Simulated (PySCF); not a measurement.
**J couplings in C3H5N3**

Molfile (atoms numbered from 1):
```
C3H5N3
     RDKit          3D

 11 11  0  0  0  0  0  0  0  0999 V2000
   -1.6549    0.0370    0.1109 C   0  0  0  0  0  0  0  0  0  0  0  0
   -0.2446   -0.1943    0.0178 N   0  0  0  0  0  0  0  0  0  0  0  0
    0.7566    0.7122   -0.0527 C   0  0  0  0  0  0  0  0  0  0  0  0
    1.8971   -0.0528   -0.1338 C   0  0  0  0  0  0  0  0  0  0  0  0
    1.5307   -1.3474   -0.1095 N   0  0  0  0  0  0  0  0  0  0  0  0
    0.2581   -1.4217   -0.0194 N   0  0  0  0  0  0  0  0  0  0  0  0
   -1.8823    0.6663    0.9726 H   0  0  0  0  0  0  0  0  0  0  0  0
   -2.0246    0.5236   -0.7937 H   0  0  0  0  0  0  0  0  0  0  0  0
   -2.1411   -0.9300    0.2254 H   0  0  0  0  0  0  0  0  0  0  0  0
    0.5872    1.7680   -0.0380 H   0  0  0  0  0  0  0  0  0  0  0  0
    2.9232    0.2419   -0.2055 H   0  0  0  0  0  0  0  0  0  0  0  0
  1  2  1  0
  2  3  1  0
  3  4  2  0
  4  5  1  0
  5  6  2  0
  6  2  1  0
  1  7  1  0
  1  8  1  0
  1  9  1  0
  3 10  1  0
  4 11  1  0
M  END
```

Indirect spin–spin couplings were computed at B3LYP/pcJ-1 (spin–dipole term only in couplings to heteroatoms) (PySCF 2.14) on a GFN2-xTB structure, for the isolated molecule, without vibrational or relativistic corrections. Couplings are averaged over pairs made equivalent by symmetry, fast rotation or ring inversion, so a value needn't be that of the named pair in this geometry, while other rotamers aren't included; one pair stands for each set, and the list holds those of at least 1.5 Hz over up to four bonds.

Isotopes: 13C, 1H, 15N.

```tsv
pair	bonds	J (Hz)
C1, N2	1	?
C1, H7	1	144.5
N2, C3	1	-16.1
N2, N6	1	-18.0
C3, C4	1	72.0
C3, H10	1	196.3
C4, N5	1	7.2
C4, H11	1	201.3
N5, N6	1	-18.6
C1, C3	2	?
C1, N6	2	-7.8
N2, C4	2	-10.9
N2, N5	2	-2.2
N2, H10	2	-5.6
C3, H11	2	17.5
C4, N6	2	?
C4, H10	2	11.0
N5, H11	2	?
H7, H8	2	?
C1, C4	3	?
N2, H11	3	?
C3, H7	3	2.6
N6, H11	3	-2.9
```

**Question.** Estimate the withheld couplings, with signs.

**Answer.** 
- 1J(C1,N2) = -16.5 Hz (bond length 1.432 Å)
- 2J(C1,C3) = 4.8 Hz (angle at N2 129°)
- 2J(C4,N6) = 2.7 Hz (angle at N5 109°)
- 2J(N5,H11) = -11.2 Hz (angle at C4 122°)
- 2J(H7,H8) = -14.2 Hz (mean over equivalent pairs that range from -14.9 to -13.1 Hz in this conformer)
- 3J(C1,C4) = 1.9 Hz (dihedral angle 180°)
- 3J(N2,H11) = -3.2 Hz (dihedral angle 180°)
